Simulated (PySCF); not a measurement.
**A gas-phase reaction: CH6OSi + H2O → H4OSi + CH4O**

What reaction energy should one expect for `CO[SiH3]` + `O` → `O[SiH3]` + `CO`?

Programs: PySCF 2.14.0. All values are calculated, for the isolated system unless a continuum is named. Atoms count from 0, parts from 1.

### Step 1. The system as given

Each species was relaxed by itself at PBE0-D3(BJ)/def2-SVPD.

### Step 2. Energies of the species: wB97M-D3(BJ)/def2-TZVPD

Job settings and geometry (Å):

```
{"job": {"kind": "react", "xc": "wB97M-D3(BJ)", "basis": "def2-TZVPD"}, "charge": 0, "multiplicity": 1}
-1 CH6OSi charge 0 multiplicity 1
C      1.336970    -0.058440    -0.129700
O      0.234460    -0.153980     0.734670
Si    -1.343290     0.017890     0.208240
H      2.253320    -0.212500     0.456170
H      1.300780    -0.825090    -0.923680
H      1.395080     0.934850    -0.608620
H     -1.662940    -1.012740    -0.828180
H     -1.546980     1.369560    -0.400020
H     -2.202020    -0.155910     1.408550

-1 H2O charge 0 multiplicity 1
O      0.002880     0.389370     0.003580
H     -0.764310    -0.189030    -0.002800
H      0.761440    -0.200310    -0.000770

+1 H4OSi charge 0 multiplicity 1
O      0.649940     0.239610    -1.088190
Si    -0.071470    -0.201280     0.361540
H      0.269510     0.971520    -1.577980
H     -0.047070     0.926510     1.341670
H     -1.490890    -0.619680     0.153260
H      0.730650    -1.343550     0.872950

+1 CH4O charge 0 multiplicity 1
C     -0.331760     0.021010     0.024990
O      0.978370     0.516180    -0.087510
H     -0.605200    -0.640620    -0.815630
H     -1.007910     0.885600     0.009650
H     -0.496060    -0.523550     0.971350
H      1.600660    -0.214150    -0.075940
```

Method: wB97M-D3(BJ)/def2-TZVPD reaction energy of separated species, gas phase.

Command:

```sh
> OMP_NUM_THREADS=1 python cluster_run.py task.json out
```

This one command runs all jobs of the session in turn.

The program printed:

```text
species 1 (CH6OSi)
coarse grid: 31608 points
cycle   1  E = -406.4871755745  dE =  6.406e-02  |g| = 6.386e-01  |ddm| = 2.155e+00
cycle   2  E = -406.4624022149  dE =  2.477e-02  |g| = 7.773e-01  |ddm| = 8.683e-01
cycle   3  E = -406.5631945786  dE = -1.008e-01  |g| = 3.602e-02  |ddm| = 4.177e-01
cycle   4  E = -406.5635085058  dE = -3.139e-04  |g| = 1.297e-02  |ddm| = 5.347e-02
cycle   5  E = -406.5635476395  dE = -3.913e-05  |g| = 2.929e-03  |ddm| = 1.595e-02
cycle   6  E = -406.5635500704  dE = -2.431e-06  |g| = 8.329e-04  |ddm| = 4.258e-03
final grid: 66576 points
cycle   7  E = -406.5635156907  dE = -1.961e-07  |g| = 6.200e-04  |ddm| = 4.749e-03
cycle   8  E = -406.5635157344  dE = -4.372e-08  |g| = 4.523e-04  |ddm| = 9.144e-04
cycle   9  E = -406.5635157782  dE = -4.375e-08  |g| = 3.682e-05  |ddm| = 2.864e-04
cycle  10  E = -406.5635157788  dE = -6.243e-10  |g| = 2.457e-05  |ddm| = 8.182e-05
converged SCF energy = -406.5635157788

species 2 (H2O)
coarse grid: 10128 points
cycle   1  E = -76.4117499497  dE = -7.453e-02  |g| = 5.872e-01  |ddm| = 8.994e-01
cycle   2  E = -76.4087431195  dE =  3.007e-03  |g| = 6.461e-01  |ddm| = 5.038e-01
cycle   3  E = -76.4759334321  dE = -6.719e-02  |g| = 2.731e-02  |ddm| = 2.374e-01
cycle   4  E = -76.4760586346  dE = -1.252e-04  |g| = 5.497e-03  |ddm| = 1.609e-02
cycle   5  E = -76.4760673114  dE = -8.677e-06  |g| = 8.214e-04  |ddm| = 5.831e-03
final grid: 21952 points
cycle   6  E = -76.4760630001  dE = -1.975e-07  |g| = 5.843e-04  |ddm| = 1.373e-03
cycle   7  E = -76.4760630069  dE = -6.840e-09  |g| = 6.466e-04  |ddm| = 6.469e-04
cycle   8  E = -76.4760630705  dE = -6.363e-08  |g| = 3.199e-05  |ddm| = 2.236e-04
cycle   9  E = -76.4760630714  dE = -8.225e-10  |g| = 4.133e-06  |ddm| = 1.105e-04
converged SCF energy = -76.4760630714

species 3 (H4OSi)
coarse grid: 21480 points
cycle   1  E = -367.1688129781  dE = -1.048e-01  |g| = 6.541e-01  |ddm| = 1.652e+00
cycle   2  E = -367.1468408125  dE =  2.197e-02  |g| = 7.799e-01  |ddm| = 6.950e-01
cycle   3  E = -367.2484957879  dE = -1.017e-01  |g| = 3.328e-02  |ddm| = 3.547e-01
cycle   4  E = -367.2487614285  dE = -2.656e-04  |g| = 9.088e-03  |ddm| = 3.783e-02
cycle   5  E = -367.2487828462  dE = -2.142e-05  |g| = 1.522e-03  |ddm| = 1.273e-02
cycle   6  E = -367.2487836807  dE = -8.345e-07  |g| = 3.489e-04  |ddm| = 2.912e-03
final grid: 44624 points
cycle   7  E = -367.2487533842  dE = -8.119e-08  |g| = 1.332e-04  |ddm| = 2.116e-03
cycle   8  E = -367.2487533912  dE = -7.070e-09  |g| = 5.601e-05  |ddm| = 3.249e-04
cycle   9  E = -367.2487533921  dE = -8.411e-10  |g| = 1.663e-05  |ddm| = 6.417e-05
converged SCF energy = -367.2487533921

species 4 (CH4O)
coarse grid: 20248 points
cycle   1  E = -115.7313884576  dE =  7.123e-02  |g| = 5.636e-01  |ddm| = 1.531e+00
cycle   2  E = -115.7261904030  dE =  5.198e-03  |g| = 6.290e-01  |ddm| = 6.636e-01
cycle   3  E = -115.7900628715  dE = -6.387e-02  |g| = 2.852e-02  |ddm| = 2.810e-01
cycle   4  E = -115.7902210813  dE = -1.582e-04  |g| = 6.697e-03  |ddm| = 3.255e-02
cycle   5  E = -115.7902336944  dE = -1.261e-05  |g| = 1.490e-03  |ddm| = 1.020e-02
cycle   6  E = -115.7902342999  dE = -6.055e-07  |g| = 5.701e-04  |ddm| = 2.222e-03
final grid: 43904 points
cycle   7  E = -115.7902252249  dE = -7.465e-08  |g| = 4.634e-04  |ddm| = 2.956e-03
cycle   8  E = -115.7902252477  dE = -2.283e-08  |g| = 3.471e-04  |ddm| = 6.551e-04
cycle   9  E = -115.7902252737  dE = -2.597e-08  |g| = 1.844e-05  |ddm| = 2.066e-04
cycle  10  E = -115.7902252738  dE = -1.031e-10  |g| = 1.446e-05  |ddm| = 4.922e-05
converged SCF energy = -115.7902252738

Reaction energy = 0.854 kcal/mol
```

Wall time 23 s (1 thread of Arm Neoverse N1, shared host); peak memory 0.6 GiB.

Species by species (with the dispersion term, which the log's SCF energies lack):

```csv
ν,species,energy (Eh),HOMO (eV)
-1,CO[SiH3],-406.57098,-10.60
-1,O,-76.47682,-11.72
+1,O[SiH3],-367.25264,-11.19
+1,CO,-115.79380,-10.52
```

### Step 3. Energies of the species: PBE0-D3(BJ)/def2-TZVPD

The job, as its differences from that of step 2:

```diff
@@ -1,2 +1,2 @@
-{"job": {"kind": "react", "xc": "wB97M-D3(BJ)", "basis": "def2-TZVPD"}, "charge": 0, "multiplicity": 1}
+{"job": {"kind": "react", "xc": "PBE0", "basis": "def2-TZVPD", "disp": "d3bj"}, "charge": 0, "multiplicity": 1}
 -1 CH6OSi charge 0 multiplicity 1
```

With the program's defaults for keys left out, this is: PBE0-D3(BJ)/def2-TZVPD reaction energy of separated species, gas phase.

The program printed:

```text
species 1 (CH6OSi)
coarse grid: 7520 points
cycle   1  E = -406.1770265458  dE =  4.252e-02  |g| = 6.389e-01  |ddm| = 2.198e+00
cycle   2  E = -406.0114464639  dE =  1.656e-01  |g| = 1.129e+00  |ddm| = 1.003e+00
cycle   3  E = -406.2495332167  dE = -2.381e-01  |g| = 5.335e-02  |ddm| = 6.461e-01
cycle   4  E = -406.2500423517  dE = -5.091e-04  |g| = 1.227e-02  |ddm| = 4.402e-02
cycle   5  E = -406.2500645475  dE = -2.220e-05  |g| = 4.322e-03  |ddm| = 1.365e-02
cycle   6  E = -406.2500688594  dE = -4.312e-06  |g| = 6.434e-04  |ddm| = 3.360e-03
final grid: 66576 points
cycle   7  E = -406.2473772672  dE = -1.981e-05  |g| = 8.158e-03  |ddm| = 7.324e-02
cycle   8  E = -406.2473649699  dE =  1.230e-05  |g| = 1.170e-02  |ddm| = 9.402e-03
cycle   9  E = -406.2473889199  dE = -2.395e-05  |g| = 1.238e-03  |ddm| = 5.805e-03
cycle  10  E = -406.2473892351  dE = -3.152e-07  |g| = 1.263e-04  |ddm| = 8.407e-04
cycle  11  E = -406.2473892386  dE = -3.459e-09  |g| = 2.233e-05  |ddm| = 1.101e-04
cycle  12  E = -406.2473892387  dE = -9.800e-11  |g| = 3.036e-06  |ddm| = 2.641e-05
converged SCF energy = -406.2473892387

species 2 (H2O)
coarse grid: 2328 points
cycle   1  E = -76.3044299467  dE = -5.296e-03  |g| = 6.571e-01  |ddm| = 9.011e-01
cycle   2  E = -76.1882114256  dE =  1.162e-01  |g| = 1.036e+00  |ddm| = 7.256e-01
cycle   3  E = -76.3820296466  dE = -1.938e-01  |g| = 3.132e-02  |ddm| = 4.396e-01
cycle   4  E = -76.3822119494  dE = -1.823e-04  |g| = 5.864e-03  |ddm| = 1.606e-02
cycle   5  E = -76.3822170883  dE = -5.139e-06  |g| = 7.850e-04  |ddm| = 2.507e-03
final grid: 21952 points
cycle   6  E = -76.3808944326  dE = -1.510e-05  |g| = 3.448e-03  |ddm| = 9.304e-03
cycle   7  E = -76.3808924663  dE =  1.966e-06  |g| = 4.753e-03  |ddm| = 3.321e-03
cycle   8  E = -76.3808961836  dE = -3.717e-06  |g| = 2.517e-04  |ddm| = 1.965e-03
cycle   9  E = -76.3808961942  dE = -1.061e-08  |g| = 2.398e-05  |ddm| = 1.101e-04
cycle  10  E = -76.3808961943  dE = -1.119e-10  |g| = 3.293e-06  |ddm| = 1.514e-05
converged SCF energy = -76.3808961943

species 3 (H4OSi)
coarse grid: 5192 points
cycle   1  E = -366.9023076159  dE = -4.110e-02  |g| = 7.016e-01  |ddm| = 1.658e+00
cycle   2  E = -366.7140708362  dE =  1.882e-01  |g| = 1.212e+00  |ddm| = 9.240e-01
cycle   3  E = -366.9885396654  dE = -2.745e-01  |g| = 5.296e-02  |ddm| = 6.177e-01
cycle   4  E = -366.9891403612  dE = -6.007e-04  |g| = 1.057e-02  |ddm| = 4.176e-02
cycle   5  E = -366.9891583149  dE = -1.795e-05  |g| = 1.260e-03  |ddm| = 7.485e-03
cycle   6  E = -366.9891587464  dE = -4.315e-07  |g| = 2.329e-04  |ddm| = 1.537e-03
final grid: 44624 points
cycle   7  E = -366.9883970129  dE = -1.163e-05  |g| = 3.510e-03  |ddm| = 1.681e-02
cycle   8  E = -366.9883940828  dE =  2.930e-06  |g| = 5.337e-03  |ddm| = 4.108e-03
cycle   9  E = -366.9883989034  dE = -4.821e-06  |g| = 2.933e-04  |ddm| = 2.562e-03
cycle  10  E = -366.9883989170  dE = -1.355e-08  |g| = 4.429e-05  |ddm| = 1.938e-04
cycle  11  E = -366.9883989173  dE = -2.957e-10  |g| = 6.676e-06  |ddm| = 3.571e-05
converged SCF energy = -366.9883989173

species 4 (CH4O)
coarse grid: 4656 points
cycle   1  E = -115.5794223201  dE =  6.207e-02  |g| = 5.864e-01  |ddm| = 1.557e+00
cycle   2  E = -115.4915484850  dE =  8.787e-02  |g| = 9.143e-01  |ddm| = 8.427e-01
cycle   3  E = -115.6419829887  dE = -1.504e-01  |g| = 4.543e-02  |ddm| = 4.746e-01
cycle   4  E = -115.6423110775  dE = -3.281e-04  |g| = 1.801e-02  |ddm| = 3.317e-02
cycle   5  E = -115.6423804241  dE = -6.935e-05  |g| = 4.968e-03  |ddm| = 1.211e-02
cycle   6  E = -115.6423857086  dE = -5.285e-06  |g| = 3.245e-04  |ddm| = 3.599e-03
final grid: 43904 points
cycle   7  E = -115.6393357758  dE = -2.455e-05  |g| = 7.001e-03  |ddm| = 7.418e-02
cycle   8  E = -115.6393286370  dE =  7.139e-06  |g| = 9.439e-03  |ddm| = 7.897e-03
cycle   9  E = -115.6393448134  dE = -1.618e-05  |g| = 8.543e-04  |ddm| = 4.359e-03
cycle  10  E = -115.6393449513  dE = -1.379e-07  |g| = 1.461e-04  |ddm| = 5.473e-04
cycle  11  E = -115.6393449559  dE = -4.566e-09  |g| = 1.564e-05  |ddm| = 9.895e-05
cycle  12  E = -115.6393449559  dE = -4.223e-11  |g| = 2.044e-06  |ddm| = 1.446e-05
converged SCF energy = -115.6393449559

Reaction energy = 0.879 kcal/mol
```

It took 11 s on 1 thread of Arm Neoverse N1, shared host; peak memory 0.59 GiB.

Reaction energy at this level: 0.88 kcal/mol.

### Step 4. Reaction energy: MP2/def2-TZVPD

The job, as its differences from that of step 3:

```diff
@@ -1,2 +1,2 @@
-{"job": {"kind": "react", "xc": "PBE0", "basis": "def2-TZVPD", "disp": "d3bj"}, "charge": 0, "multiplicity": 1}
+{"job": {"kind": "react", "xc": "MP2", "basis": "def2-TZVPD"}, "charge": 0, "multiplicity": 1}
 -1 CH6OSi charge 0 multiplicity 1
```

Method: MP2/def2-TZVPD reaction energy of separated species, gas phase.

The program printed:

```text
species 1 (CH6OSi)
final grid: 66576 points
cycle   1  E = -405.1686130408  dE =  2.330e-02  |g| = 5.442e-01  |ddm| = 2.055e+00
cycle   2  E = -405.2198840030  dE = -5.127e-02  |g| = 3.344e-01  |ddm| = 5.741e-01
cycle   3  E = -405.2391358705  dE = -1.925e-02  |g| = 5.487e-02  |ddm| = 1.890e-01
cycle   4  E = -405.2400465345  dE = -9.107e-04  |g| = 1.157e-02  |ddm| = 6.759e-02
cycle   5  E = -405.2400905724  dE = -4.404e-05  |g| = 2.473e-03  |ddm| = 1.389e-02
cycle   6  E = -405.2400930665  dE = -2.494e-06  |g| = 5.885e-04  |ddm| = 4.872e-03
cycle   7  E = -405.2400932403  dE = -1.739e-07  |g| = 1.685e-04  |ddm| = 1.244e-03
cycle   8  E = -405.2400932573  dE = -1.696e-08  |g| = 4.262e-05  |ddm| = 3.726e-04
cycle   9  E = -405.2400932586  dE = -1.318e-09  |g| = 9.192e-06  |ddm| = 1.140e-04
cycle  10  E = -405.2400932587  dE = -6.207e-11  |g| = 1.885e-06  |ddm| = 2.914e-05
converged SCF energy = -405.2400932587

species 2 (H2O)
final grid: 21952 points
cycle   1  E = -76.0248950220  dE = -1.467e-01  |g| = 4.364e-01  |ddm| = 8.776e-01
cycle   2  E = -76.0503810758  dE = -2.549e-02  |g| = 2.594e-01  |ddm| = 2.972e-01
cycle   3  E = -76.0608899877  dE = -1.051e-02  |g| = 2.594e-02  |ddm| = 1.025e-01
cycle   4  E = -76.0610473448  dE = -1.574e-04  |g| = 5.694e-03  |ddm| = 1.523e-02
cycle   5  E = -76.0610617120  dE = -1.437e-05  |g| = 1.176e-03  |ddm| = 5.302e-03
cycle   6  E = -76.0610626017  dE = -8.897e-07  |g| = 2.235e-04  |ddm| = 1.658e-03
cycle   7  E = -76.0610626384  dE = -3.670e-08  |g| = 3.304e-05  |ddm| = 3.733e-04
cycle   8  E = -76.0610626391  dE = -6.653e-10  |g| = 4.159e-06  |ddm| = 3.886e-05
converged SCF energy = -76.0610626391

species 3 (H4OSi)
final grid: 44624 points
cycle   1  E = -366.1490639169  dE = -2.083e-01  |g| = 5.094e-01  |ddm| = 1.609e+00
cycle   2  E = -366.1899484828  dE = -4.088e-02  |g| = 3.206e-01  |ddm| = 4.181e-01
cycle   3  E = -366.2073422510  dE = -1.739e-02  |g| = 4.203e-02  |ddm| = 1.600e-01
cycle   4  E = -366.2079577290  dE = -6.155e-04  |g| = 7.726e-03  |ddm| = 4.690e-02
cycle   5  E = -366.2079849491  dE = -2.722e-05  |g| = 1.419e-03  |ddm| = 1.248e-02
cycle   6  E = -366.2079861872  dE = -1.238e-06  |g| = 3.823e-04  |ddm| = 2.860e-03
cycle   7  E = -366.2079862862  dE = -9.893e-08  |g| = 9.915e-05  |ddm| = 6.816e-04
cycle   8  E = -366.2079862930  dE = -6.842e-09  |g| = 2.234e-05  |ddm| = 2.090e-04
cycle   9  E = -366.2079862933  dE = -3.315e-10  |g| = 4.458e-06  |ddm| = 4.976e-05
converged SCF energy = -366.2079862933

species 4 (CH4O)
final grid: 43904 points
cycle   1  E = -115.0461730768  dE =  5.901e-02  |g| = 4.729e-01  |ddm| = 1.453e+00
cycle   2  E = -115.0808527428  dE = -3.468e-02  |g| = 2.725e-01  |ddm| = 4.369e-01
cycle   3  E = -115.0930372793  dE = -1.218e-02  |g| = 3.975e-02  |ddm| = 1.287e-01
cycle   4  E = -115.0934375071  dE = -4.002e-04  |g| = 8.732e-03  |ddm| = 3.512e-02
cycle   5  E = -115.0934622581  dE = -2.475e-05  |g| = 2.139e-03  |ddm| = 8.122e-03
cycle   6  E = -115.0934640514  dE = -1.793e-06  |g| = 6.164e-04  |ddm| = 3.401e-03
cycle   7  E = -115.0934642483  dE = -1.969e-07  |g| = 1.503e-04  |ddm| = 1.292e-03
cycle   8  E = -115.0934642633  dE = -1.501e-08  |g| = 2.631e-05  |ddm| = 2.702e-04
cycle   9  E = -115.0934642638  dE = -4.535e-10  |g| = 5.169e-06  |ddm| = 8.301e-05
converged SCF energy = -115.0934642638

Reaction energy = 1.633 kcal/mol
```

Wall time 4.8 s (1 thread of Arm Neoverse N1, shared host); peak memory 0.45 GiB.

Reaction energy at this level: 1.63 kcal/mol.

### Step 5. Comparing the runs

Energies in kcal/mol, with wall time:

| run | reaction | time |
| --- | --- | --- |
| wB97M-D3(BJ)/def2-TZVPD | 0.85 | 23 s |
| PBE0-D3(BJ)/def2-TZVPD | 0.88 | 11 s |
| MP2/def2-TZVPD | 1.63 | 4.8 s |

### Step 6. What came out

| quantity | value |
| --- | --- |
| reaction energy (wB97M-D3(BJ)/def2-TZVPD) | 0.85 kcal/mol |
| ΔH, ΔG at 298 K (xTB thermal terms) | +1.2, +0.5 kcal/mol |
| range of the reaction energy over the runs of this table | 0.85 to 1.63 kcal/mol |

What this shows: The reaction is endothermic by 1.2 kcal/mol in the gas phase; dispersion gives +0.48, and xTB itself gave 0.81 for the electronic energy (xTB energies and thermal terms come from the earlier relaxation of each species, not shown). No barrier was sought. The reaction energy runs from 0.85 (wB97M-D3(BJ)/def2-TZVPD) to 1.63 kcal/mol (MP2/def2-TZVPD).
